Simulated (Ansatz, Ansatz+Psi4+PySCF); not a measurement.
```yaml
atoms:
  - { symbol: C, position_ang: [0.0000, -0.4388, -0.1021] }
  - { symbol: O, position_ang: [0.0000, -0.3914, 1.1886] }
  - { symbol: O, position_ang: [0.0000, 0.7063, -0.9726] }
  - { symbol: H, position_ang: [0.0000, -1.4441, -0.7560] }
  - { symbol: H, position_ang: [0.0000, 1.5580, -0.3598] }
```

Basis set: cc-pVTZ (spherical functions). Frozen core: 3 orbitals. Charge 0, multiplicity 1.

Computed with Ansatz (development build ahead of 0.2.0); each method stands on the lowest determinant of its kind that the runs found. Restricted open shells among the atoms or ions are ROHF, correlated in semicanonical orbitals with singles.

(1) Give the atomization energy at this shape (free ground-state atoms in the same class of orbitals less the molecule, no zero-point energy) of singlet CH₂O₂ by RHF-MP2, RHF.

## Answers

(1)

```json
{"method": "RHF-MP2", "atomization energy": "2031.9 kJ/mol"}
{"method": "RHF", "atomization energy": "1298.1 kJ/mol"}
```

Caution: no unrestricted run beside it, a lower state can exist; the shape is not the minimum.
